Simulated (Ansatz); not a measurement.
Ansatz (an electronic-structure program) input:

Ansatz 0.2 input:
```yaml
crystal:
  periodic: [false, false, false]
  atoms:
    - {symbol: C, position_ang: [-0.00747316, -0.04078970, 0.28018369]}
    - {symbol: C, position_ang: [-0.01113776, -0.23976038, 1.48319118]}
    - {symbol: C, position_ang: [-0.00378685, 0.17975249, -1.05367795]}
    - {symbol: H, position_ang: [-0.01396694, -0.41050163, 2.51761941]}
    - {symbol: H, position_ang: [0.92160744, 0.30515461, -1.58585587]}
    - {symbol: H, position_ang: [-0.92653110, 0.23357903, -1.60233157]}
basis:
  gaussian:
    orbitals: def2-TZVP
hamiltonian:
  xc: b3lyp
  dispersion: d3bj
magnetization: {spin_polarized: true, initial_magnetization: 1}
relax: {f_tol: 0.002, max_steps: 150}
```

Q: What final total energy does it print?

A: -116.05733 Eh (B3LYP-D3(BJ)/def2-TZVP). The basis has 111 functions.

It need not be the lowest isomer of its formula.
